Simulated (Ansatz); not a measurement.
in.yaml

```yaml
crystal:
  periodic: [false, false, false]
  atoms:
    - {symbol: N, position_ang: [0.000000, 0.000000, 0.000000]}
    - {symbol: S, position_ang: [0.000000, 0.000000, 1.485600]}
basis:
  gaussian: {orbitals: 6-31G}
total_charge: 1
magnetization: {spin_polarized: true, initial_magnetization: 2}
correlation: {method: ccsdtq, electrons: outside_noble_gas}
```

```sh
$ ansatz run in.yaml --threads 1 --pin off --events-out ev --progress --plain --max-ram 2393MiB
```

(1) Roughly how long does this take on 1 thread of Arm Neoverse V2, shared host, and how much host memory?

```
458 factors; integrals over basis functions are off by at most 3.0e-8 eV
mean field evaluation 1: about -12278.1997 eV, gradient 2.3e1 eV
mean field evaluation 2: about -12278.3601 eV, gradient 2.2e1 eV
mean field evaluation 4: about -12281.4610 eV, gradient 3.4e0 eV
mean field evaluation 8: about -12281.5191 eV, gradient 1.1e0 eV
mean field evaluation 16: about -12282.6804 eV, gradient 6.6e-3 eV
mean field evaluation 32: about -12282.6804 eV, gradient 3.2e-4 eV
mean field evaluation 64: about -12281.5016 eV, gradient 4.0e-1 eV
mean field evaluation 96: about -12281.5942 eV, gradient 7.3e-1 eV
mean field evaluation 128: about -12281.5735 eV, gradient 5.2e-1 eV
mean field evaluation 160: about -12282.3305 eV, gradient 1.2e0 eV
...
mean field -12282.68044436 eV, -451.3801808304 hartree, gradient 8.5e-6 eV, S^2 2.567735; 14 other end points of the search recorded, 0 dependent functions left out
determinant -12282.68044436 eV, -451.3801808304 hartree, with singles and doubles -12286.42215706 eV, -451.5176862360 hartree
determinant -12282.35850651 eV, -451.3683498325 hartree, with singles and doubles -12286.17453928 eV, -451.5085864503 hartree
determinant -12282.20007941 eV, -451.3625277440 hartree, with singles and doubles -12286.20263382 eV, -451.5096189057 hartree
determinant -12281.63304977 eV, -451.3416897891 hartree, with singles and doubles -12286.12115758 eV, -451.5066247090 hartree
determinant -12281.34624930 eV, -451.3311500663 hartree, with singles and doubles -12285.12759622 eV, -451.4701120025 hartree
determinant -12282.68044436 eV, -451.3801808304 hartree, with singles and doubles -12286.47266685 eV, -451.5195424366 hartree
determinant -12282.35850651 eV, -451.3683498325 hartree, with singles and doubles -12286.32738185 eV, -451.5142033112 hartree
determinant -12282.20007941 eV, -451.3625277440 hartree, with singles and doubles -12286.30575453 eV, -451.5134085219 hartree
determinant -12281.63304977 eV, -451.3416897891 hartree, with singles and doubles -12286.41051623 eV, -451.5172584431 hartree
6 core orbitals not correlated: weight in the atoms' cores, before any rotation towards them, 1.000 or more for the frozen orbitals, at most 0.000 for the correlated occupied ones
reference -12282.68044436 eV, -451.3801808304 hartree; 6, 4 occupied and 10, 12 virtual orbitals, 458 factors
second order -2.63209809 eV of doubles, -0.00000000 eV of singles
...
cycle  13  -3.97224906 eV  change    1.2e-4 eV  update   2.7e-4
cycle  14  -3.97225029 eV  change   -1.2e-6 eV  update   1.1e-4
cycle  15  -3.97219276 eV  change    5.8e-5 eV  update   5.9e-5
cycle  16  -3.97212627 eV  change    6.6e-5 eV  update   3.1e-5
cycle  17  -3.97212557 eV  change    7.0e-7 eV  update   1.6e-5
cycle  18  -3.97213539 eV  change   -9.8e-6 eV  update   8.0e-6
cycle  19  -3.97214472 eV  change   -9.3e-6 eV  update   4.5e-6
cycle  20  -3.97214918 eV  change   -4.5e-6 eV  update   2.5e-6
cycle  21  -3.97215035 eV  change   -1.2e-6 eV  update   1.4e-6
cycle  22  -3.97215006 eV  change    2.9e-7 eV  update   8.6e-7
Total energy: -12286.65259442 eV, -451.5261546528 hartree
```

The determinant's ⟨S²⟩ is 2.57 against 2.00 for a pure state. The T1 diagnostic is 0.093.

Results:

(1) 37 s wall and 0.38 GiB.
